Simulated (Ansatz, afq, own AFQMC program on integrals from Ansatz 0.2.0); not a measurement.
# B2H, quartet → B₂H⁺, triplet, worked out

```xyz
3

B     0.0000    0.0000    0.1141
B     0.0000    0.0000   -1.4064
H     0.0000    0.0000    1.2923
```

Connectivity, by distances: BH–B.

Both states at this geometry.

Basis cc-pVDZ. Only valence electrons are correlated. Integrals, coupled cluster, full CI and functionals: Ansatz 0.2.0; the random walks run on the same integrals in our own AFQMC program. ph-AFQMC/CISD is guided by a CISD state made of CCSD amplitudes; releasing the constraint for a short imaginary time cuts its bias at the price of noise, slowly where states lie close. Error bars are statistical, one sigma.

Total energies in eV. CBS is CCSD(T) at the limit of def2-TZVPP/QZVPP (extrapolated itself); the highest rung of each member is named.

Cautions: B₂H (quartet): lower spins were not checked; B₂H⁺ (triplet): lower spins were not checked, the released energies are still falling, so no released level is given (meV from the phaseless value at times in 1/Eh: -6 ± 5 at 0.24, -8 ± 5 at 0.50, -12 ± 4 at 1.00, -17 ± 5 at 1.50), though the last usable value meets full CI within the noise, full CI with its own frozen core; this needn't be the first ionization.

```tsv
member	count	CCSD(T)/cc-pVDZ	highest rung in cc-pVDZ	which	CCSD(T)/CBS
B₂H⁺, triplet	+1	-1349.1518	-1349.1751	FCI	-1350.3972
B₂H, quartet	-1	-1358.6025	-1358.6368	CCSDT(Q)	-1359.9739
```

**Question.** Work out the best estimate of the vertical ionization energy: the CCSD(T)/CBS difference plus the step from CCSD(T) to the highest rung.

**Answer.** Sums with the counts: CCSD(T)/CBS 9.5767 eV, highest rung 9.4617 eV, CCSD(T)/cc-pVDZ 9.4507 eV. The step is 9.4617 − 9.4507 = 0.0110 eV, so the best estimate is 9.5767 + (0.0110) = 9.5877 eV = 221.1 kcal/mol. The basis set is worth 0.126 eV of it. Zero-point, core-correlation and spin–orbit terms aren't in it.

Best estimates are given only where the step beyond CCSD(T) is under 0.3 eV and no member's determinant is very poor (T1 over 0.05, or 0.07 for open shells, ⟨S²⟩ too high by 0.3, two states mixed), so the hardest cases are missing from such tables.

CCSDT and higher add their correlation energy to the determinant of the CCSD(T) run, since their own runs factorise the integrals more tightly (a shift of under 2 meV). Each member of a difference takes its own highest rung, so a best estimate needn't equal the limit plus the step of one row.
